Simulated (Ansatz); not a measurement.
One change: `CC(C)CCC(C)C` becomes `CC(C)CCS`.

Ansatz, PBE0-D4/def2-TZVP geometries, multiplicity 1. Each molecule was computed in one conformer, which needn't be the lowest.

```
                                          property  `CC(C)CCC(C)C`
                 HOMO energy (PBE/def2-TZVPP) / eV           -7.19
size of the dipole moment (ωB97M-V/def2-TZVPP) / D            0.17
             LUMO energy (ωB97M-V/def2-TZVPP) / eV            2.58
             HOMO–LUMO gap (B3LYP/def2-TZVPP) / eV            9.16
               LUMO energy (B3LYP/def2-TZVPP) / eV            0.84
                HOMO energy (PBE0/def2-TZVPP) / eV           -8.51
```

**Question.** Give the same properties after the change, and the shifts. (Best estimate.)

**Answer.** Ansatz gave: 
```tsv
property	`CC(C)CCS`	shift
HOMO energy (PBE/def2-TZVPP) / eV	-5.48	1.71
size of the dipole moment (ωB97M-V/def2-TZVPP) / D	1.44	1.27
LUMO energy (ωB97M-V/def2-TZVPP) / eV	2.20	-0.38
HOMO–LUMO gap (B3LYP/def2-TZVPP) / eV	6.73	-2.43
LUMO energy (B3LYP/def2-TZVPP) / eV	0.25	-0.59
HOMO energy (PBE0/def2-TZVPP) / eV	-6.72	1.79
```

With PBE0 the HOMO rises by 1.79 eV and the LUMO falls by 0.63 eV, so the gap narrows by about 2.42 eV. PBE moves the HOMO by 1.71 eV and ωB97M-V by 1.81 eV. Dipoles are sizes alone; their direction can turn.

B3LYP here is the variant with VWN-RPA as its local correlation; programs differ in this.
